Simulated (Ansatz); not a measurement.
`C/N=C\CCl` + H–F → `C/N=C\F` + `CCl`  (substitution at a C–C bond)

Program: Ansatz. Geometries: PBE0-D4/def2-TZVP. ΔE: electronic, gas phase. CCSD(T)/CBS is the MP2 limit (def2-TZVPP, def2-QZVPP) plus CCSD(T) − MP2 in def2-TZVPP, frozen cores. This one scheme is used for every species. Double bonds are as drawn, so ΔE can hold a change between cis and trans. Functionals use def2-TZVPP. B3LYP here is the variant with VWN-RPA as its local correlation; programs differ in this. Each species was taken in one conformer, which may not be the lowest.

Is it downhill or uphill in electronic energy at CCSD(T)/CBS, and by how much? (Estimate.)

Computed: Uphill: ΔE = +1.6 kcal/mol.

What do these levels give: PBE-D4, B3LYP-D4, PBE, r2SCAN, PBE0, B3LYP, HF/def2-TZVPP, MP2/def2-TZVPP, CCSD/def2-TZVPP, CCSD(T)/def2-TZVPP, MP2/CBS(def2), CCSD/CBS(def2)? (Best estimate.)

Ansatz gave: PBE-D4 -2.0, B3LYP-D4 -2.2, PBE -3.5, r2SCAN -3.8, PBE0 -2.4, B3LYP -4.5, HF/def2-TZVPP -5.2, MP2/def2-TZVPP 2.1, CCSD/def2-TZVPP -0.2, CCSD(T)/def2-TZVPP 0.3, MP2/CBS(def2) 3.4, CCSD/CBS(def2) 1.1 kcal/mol.

Largest T1 diagnostic among the species: 0.013.

From PBE to PBE0 (25 % exact exchange), in def2-TZVPP and without D4, ΔE moves by +1.1 kcal/mol. In def2-TZVPP, CCSD(T) changes the Hartree–Fock value by +5.5 kcal/mol (the triples alone add +0.5 kcal/mol) and MP2 by +7.3 kcal/mol.
